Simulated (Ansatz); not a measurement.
## Ansatz (development build ahead of 0.2.0) run

```yaml
crystal:
  periodic: [false, false, false]
  atoms:
    - { symbol: "N", position_ang: [0.02478, 0.04181, -0.62103] }
    - { symbol: O, position_ang: [0.03645, -0.03194, 0.52082] }
basis:
  gaussian: { orbitals: "6-31G" }
magnetization:
  spin_polarized: true
  initial_magnetization: 1
hamiltonian:
  xc: hf
correlation:
  method: mp2
  frozen_orbitals: { "N": 1, O: 1 }
```

The input is written out in the form of the current development build from the run's settings.

The run gave:

```
Converged                       : yes
Reference energy                : -129.17383 hartree
Correlation energy              : -0.21571 hartree
Total energy                    : -129.38955 hartree
Spin squared of the determinant : 0.841
```
